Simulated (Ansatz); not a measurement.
# CH₂Li radical (SMILES [Li][CH2]): single points off equilibrium

One table from this session's results is given with a row withheld; the runs are named, their logs left out.

Computed with Ansatz 0.2.0, Gaussian basis. Level: single points in def2-TZVPP.

Cores are frozen in the correlated methods. The outer core shell of Li, Na, Mg and K is correlated. Orbitals are unrestricted.

## The system as given

4 atoms, charge 0, spin multiplicity 2.

Atoms are counted from 1 here; the program's logs count them from 0.

Bond lengths: Li1–C2 1.864 Å, C2–H3 1.124 Å, C2–H4 1.131 Å. Angles: Li1–C2–H3 125.6°, Li1–C2–H4 127.0°, H3–C2–H4 107.1°.

Coordinates:

```xyz
4

Li   -1.4284    0.7914   -0.5692
C     0.1151   -0.0605    0.0365
H     0.2370   -1.1684    0.1801
H     1.0557    0.4308    0.4278
```

Set-up of the first run:

Input file run/in.yaml:

```yaml
crystal:
  periodic: [false, false, false]
  atoms:
    - {symbol: Li, position_ang: [-1.428391, 0.791353, -0.569197]}
    - {symbol: C, position_ang: [0.115149, -0.060531, 0.036485]}
    - {symbol: H, position_ang: [0.236992, -1.168440, 0.180083]}
    - {symbol: H, position_ang: [1.055706, 0.430807, 0.427789]}
basis:
  gaussian: {orbitals: def2-TZVPP}
magnetization: {spin_polarized: true, initial_magnetization: 1}
hamiltonian: {xc: pbe, dispersion: d4}
output: {forces: true}
```

On the command line:

```bash
> ansatz run in.yaml --threads 2 --pin off --events-out ev --progress --plain --max-ram 3481MiB
```

Among the steps run: PBE-D4/def2-TZVPP; r2SCAN-D4/def2-TZVPP; PBE0-D4/def2-TZVPP; wB97M-V/def2-TZVPP; CCSD(T)/def2-TZVPP.

One table of the session follows, with a row left open; its other results are not shown here.

| method | RMS force component (eV/Å) | angle to CCSD(T) forces (°) | dipole (D) |
| --- | --- | --- | --- |
| PBE-D4 | 0.398 | 4.6 | 5.14 |
| r2SCAN-D4 | 0.510 | 2.4 | 5.38 |
| PBE0-D4 | ? | ? | ? |
| wB97M-V | 0.567 | 4.6 | 5.29 |
| CCSD(T) | 0.533 | reference | 5.48 |

**Question.** Estimate the row for PBE0-D4.

The run gave: RMS force component (eV/Å): 0.501; angle to CCSD(T) forces (°): 4.7; dipole (D): 5.32. In the column «RMS force component (eV/Å)» it lies between PBE-D4 (0.398) and r2SCAN-D4 (0.510).
